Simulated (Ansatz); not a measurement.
Results of HSE06 (PAW; Ansatz, an electronic-structure program) for antifluorite Mg2Sn.

Numerical settings: plane-wave cutoff 460 eV, 6×6×6 k mesh, Fermi–Dirac smearing 0.01 eV, scalar-relativistic PAW data made under PBE.

Cell (relaxed at this level):

```
CELL_PARAMETERS angstrom
      0.00000     3.38304     3.38304
      3.38304     0.00000     3.38304
      3.38304     3.38304     0.00000
ATOMIC_POSITIONS crystal
  Mg 0.25000 0.25000 0.25000
  Mg 0.75000 0.75000 0.75000
  Sn 0.00000 0.00000 0.00000
```

**Question.** Predict the bulk modulus, band gap, smallest direct gap on the k points sampled and pressure derivative B′ of the bulk modulus.

**Answer.** 
* **bulk modulus**: 45.4 GPa
* **band gap**: 0.19 eV (on the SCF k mesh)
* **smallest direct gap on the k points sampled**: 2.03 eV
* **pressure derivative B′ of the bulk modulus**: 4.1

Measured, for comparison: band gap 0.36 eV (temperature not stated, not corrected to a static lattice, indirect, Γ–X; as tabulated in Ryu et al. (2019), arXiv:1905.06140).

Spin–orbit coupling is not included.

The computed numbers hold no vibrational or temperature effects.
